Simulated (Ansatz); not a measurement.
SnF4: computed properties

All numbers below come from Ansatz 0.2.0, DFT r2SCAN, scalar-relativistic, plane waves, PAW.

Settings: cutoff 500 eV, Γ-centred mesh 8×8×8 on the computed 5-atom cell, Gaussian smearing of 0.02 eV; no spin polarisation.

The structure is relaxed at this level of theory with its symmetry kept. Whether it is the stable form of this composition wasn't checked.

It takes space group I4/mmm (No. 139, tetragonal). The conventional cell has a = 4.077 Å, b = 4.077 Å, c = 7.865 Å, α = 90.00°, β = 90.00°, γ = 90.00°. Around Sn (site symmetry 4/mmm) lie 6 F at 1.89 to 2.04 Å. F (site symmetry 4mm) has 1 Sn at 1.89 Å as nearest neighbours. F (site symmetry mmm) is surrounded by 2 Sn at 2.04 Å.

| Quantity | Value |
| --- | --- |
| Volume per atom | 88.2 bohr³ |
| Formation energy from the elements' standard states (uncorrected) | -2.623 eV/atom |
| Generalised Kohn–Sham band gap | 4.20 eV, indirect from X to Γ |
| Löwdin character of the top 1 eV of the valence band | F 2p 99 % |
| Löwdin character of the lowest 1 eV of the conduction band | Sn 5s 58 %, F 2p 26 %, F 2s 10 % |
| Electron masses at the edge by Cartesian direction of the standard setting (m_e; degenerate bands sorted by energy; no spin-orbit coupling) | x: 0.54; y: 0.54; z: 0.67 |
| Hole masses at the edge by Cartesian direction of the standard setting (m_e; degenerate bands sorted by energy; no spin-orbit coupling) | x: 2.5; y: 2.5; z: 5.9 |
| Bader charges (e) | Sn (1 in the cell) 2.88, F (2 in the cell) -0.69, F (2 in the cell) -0.75 |

Each cell of SnF4 holds layers, and where no dispersion correction was added their binding is poorly described.

Cost: 8 runs of about 7.6 core-minutes in all, on Arm Neoverse V1 (shared hosts).